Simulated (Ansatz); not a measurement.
# What a trial cell of HfRe3 relaxes into

These are results of Ansatz, DFT PBE, scalar-relativistic, plane waves, PAW, not measurements. Cutoff 420 eV, Γ-centred k mesh, Gaussian smearing, no spin polarisation in the final step.

HfRe3 was placed on the Cu3Au (L1_2) structure type (Pm-3m, No. 221), with Hf in place of Au, Re in place of Cu, at a guessed volume.

```xyz
4
Lattice="3.9412 0.0000 0.0000 0.0000 3.9412 0.0000 0.0000 0.0000 3.9412" Properties=species:S:1:pos:R:3 pbc="T T T"
Hf    0.0000    0.0000    0.0000
Re    0.0000    1.9706    1.9706
Re    1.9706    0.0000    1.9706
Re    1.9706    1.9706    0.0000
```

Cell and atoms relax at zero pressure; the relaxation can't lower the symmetry of the start. After a coarse first stage the cell is made exact in the group found at 0.06 Å.

Energies over the elements count from the elements' standard structures at the same level, with no empirical corrections.

(1) Describe the relaxed structure.

(2) What are its volume, energy, density and gap?

## Answers

(1) It keeps Pm-3m (No. 221). The result has the Cu3Au (L1_2) structure. Conventional cell: a = 4.030 Å. Around Hf lie 12 Re at 2.85 Å; around Re lie 4 Hf at 2.85 Å and 8 Re at 2.85 Å.

```xyz
4
Lattice="4.0299 0.0000 0.0000 0.0000 4.0299 0.0000 0.0000 0.0000 4.0299" Properties=species:S:1:pos:R:3 pbc="T T T"
Hf    0.0000    0.0000    0.0000
Re    0.0000    2.0149    2.0149
Re    2.0149    0.0000    2.0149
Re    2.0149    2.0149    0.0000
```

(2) The volume per atom is 16.36 Å³, the density is 18.70 g/cm³ and the energy over the elements is 0.20 eV/atom. The gap on the 12×12×12 mesh is 0 eV (a metal).

The final run used a 12×12×12 mesh on its 4-atom cell and 0.10 eV smearing. The k mesh leaves about 4 meV/atom of noise in metals. Spin–orbit coupling is left out. A structure relaxed within its symmetry needn't be a true minimum.

Cost: 3 runs of about 1.1 core-minutes in all, on Arm Neoverse V2 (shared hosts).